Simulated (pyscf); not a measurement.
PH₃ (SMILES P) + HO–InH₂ (SMILES [OH][InH2]) → H₂P–InH₂ (SMILES [PH2][InH2]) + H₂O (SMILES O), a four-centre exchange (singlet surface; H–P, In–O broken, In–P, H–O formed). Optimised with ωB97X-D3(BJ)/def2-SVP in PySCF. Correlated levels are frozen-core, on RHF or UHF. ΔMP2 is the change of the MP2 total energy from the triple- to the quadruple-zeta basis. Energies in kcal/mol from the separated reactants.

AM1 to PM7: differences of heats of formation from MOPAC. 

Question: In single points AM1 puts the saddle at -4.5 kcal/mol and the reaction energy at -33.6 kcal/mol. Should these be trusted to within a few kcal/mol? Compare with CCSD(T)/def2-TZVPP + ΔMP2(QZVPP).

Answer: CCSD(T)/def2-TZVPP + ΔMP2(QZVPP) gives ΔE‡ = 7.8 kcal/mol and ΔE = -3.6 kcal/mol. AM1 lies 12.3 kcal/mol under it in the barrier and 30.0 kcal/mol under it in the reaction energy, so on this step it does not hold to within 3.0 kcal/mol. At AM1 this geometry lies under one side, so its ΔE‡ may be no barrier of that level. CCSD(T)/def2-TZVPP + ΔMP2(QZVPP) has limits of its own. On the reactant side the descent ends in an adduct with a In–P contact, 14.0 kcal/mol under the separated species and 17.1 kcal/mol under the saddle at ωB97X-D3(BJ)/def2-TZVP. On the product side the descent ends in an adduct with a In–O contact, 14.8 kcal/mol under the separated species and 23.9 kcal/mol under the saddle at ωB97X-D3(BJ)/def2-TZVP. What is counted as formed (In–P) is already present as a longer contact in the reactant adduct; forming that adduct is a step of its own. What is counted as broken (In–O) persists as a longer contact in the product adduct; parting that adduct is a step of its own. At ωB97X-D3(BJ) the barrier from the zero used here is 3.1 kcal/mol. This is the saddle that the search found; another between the same sides may lie lower. The CCSD(T) − MP2 part came from Ansatz, without density fitting, on the same reference. The frozen core leaves the outer d or s,p core shells of the metals and heavy elements correlated in the MP2 and CC values, and def2-TZVPP describes them poorly, which can shift differences by a few kcal/mol. Elements past Kr carry the def2 core potentials, without spin-orbit coupling.
